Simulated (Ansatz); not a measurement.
Rock-salt HfC

The numbers are results of PBEsol (PAW; Ansatz, a first-principles code), not measurements.

Settings: plane-wave cutoff 500 eV, 14×14×1 k mesh (along the axes of the cell as run), Fermi–Dirac smearing 0.05 eV, scalar-relativistic PAW data made under PBE.

Cell: relaxed at this level.

```
Quantity                             Result
--------------------------------  ---------
surface energy of the (100) face  1.96 J/m²
work function of the (100) face     4.20 eV
```

The slab of 12 atoms is relaxed and unreconstructed.

Spin–orbit coupling is not included.

The result took very roughly 7 core-minutes.
